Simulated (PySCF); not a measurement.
How good is the calculation?

Atom-mapped SMILES (the numbers label the heavy atoms): `[CH2:1]=[CH:2][CH2:3][CH:4]=[CH2:5]` (H(Xn): hydrogen on atom n). Ha(C1), Ha(C5) are cis to C3; Hb(C1), Hb(C5) are trans to C3.

- J: B3LYP/pcJ-1 (without the spin–dipole term)
- coordinates at the GFN2-xTB level
- σ from GIAO-PBE0/pcSseg-1
- program: PySCF 2.14.0 with density-fitted response routines
- one computed conformer, non-relativistic Hamiltonian, fast rotation and ring inversion assumed for equivalent nuclei, isolated molecule

Reference values: measured (solution, not stated per compound (mostly CDCl3 or CCl4); Pretsch, Buehlmann, Badertscher, Structure Determination of Organic Compounds, 4th ed. (2009)).
```
      atoms  quantity  reference  computed  computed, scaled
H(C2)/H(C4)      δ 1H       5.71      5.98              5.73
```

Computed shifts are σ(ref) − σ with the named reference compound (TMS for H and C) calculated as an isolated molecule at the same level. The measured values may be among those fitted. Empirical linear scaling, fitted to shifts measured mostly in CDCl3 for H and C (δ vs TMS): 1H: δ = 30.01 − 0.943σ (rms 0.17 ppm, 504 shifts, 0.18 ppm with the 4 outliers that the fit left out). A few per cent of atoms miss by over 2 rms, more outside the fitted compound classes.

Coupling constants in Hz:
| coupling | reference | computed | source |
| --- | --- | --- | --- |
| 3J(H(C2),Hb(C1)) cis | 10.3 | 11.2 | measured; solution (compiled); Pretsch, Buehlmann, Badertscher, Structure Determination of Organic Compounds, 4th ed., Springer 2009 |
| 3J(H(C2),Ha(C1)) trans | 16.9 | 17.6 | measured; solution (compiled); Pretsch, Buehlmann, Badertscher, Structure Determination of Organic Compounds, 4th ed., Springer 2009 |
| 2J(Ha(C1),Hb(C1)) | 2.2 | 0.4 | measured; solution (compiled); Pretsch, Buehlmann, Badertscher, Structure Determination of Organic Compounds, 4th ed., Springer 2009 |

4 of the 6 published NMR values on file for this molecule are compared.

Unscaled 3J(H,H) at this level run about 10 % above measured values. Couplings across =CH–CH2 type bonds come from one rotamer and its mirror image, and can be 1–2 Hz further off.
